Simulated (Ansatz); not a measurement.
Input for Ansatz (development build ahead of 0.2.0):

```yaml
crystal:
  periodic: [false, false, false]
  atoms:
    - { symbol: S, position_ang: [0.0422, -0.02545, -0.07155] }
    - { symbol: H, position_ang: [0.01157, -0.03487, 1.31395] }
basis:
  gaussian: { orbitals: aug-cc-pVDZ }
total_charge: -1
hamiltonian:
  xc: hf
```

The input is written out in the form of the current development build from the run's settings.

Output:

| Property | Result |
| --- | --- |
| Converged | yes |
| Total energy | -398.13300 hartree |
| Spin squared of the determinant | 0.000 |
